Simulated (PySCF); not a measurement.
**S: electron affinity**

S⁻ [Ne] 3s2 3p5 (2P) → S [Ne] 3s2 3p4 (3P), as a difference of total energies. Computed with PySCF 2.14 in x2c-QZVPPall with one added diffuse shell each of s, p, d, f type (10s7p5d3f1g, 86 functions), with scalar relativity by spin-free X2C-1e. Correlated levels: valence and next inner shell: 1s2 frozen. The calculations carry no spin-orbit coupling.

```
                                method  electron affinity (eV)
                                   UHF                   0.869
    MP2 (valence and next inner shell)                   1.981
SCS-MP2 (valence and next inner shell)                   1.988
   CCSD (valence and next inner shell)                   1.906
CCSD(T) (valence and next inner shell)                   1.999
```

Problem. How much does correlation contribute at CCSD(T) (valence and next inner shell)?

Solution. 1.999 − (0.869) = 1.130 eV, measured against UHF.

The reference lies between the lowest fine-structure levels, while these numbers refer to the centres of the terms.

Errors of the correlated levels include the incompleteness of this basis and the frozen core.

For comparison: 2.077 eV (measured; photodetachment measurements, as compiled on the Wikipedia data page of electron affinities).
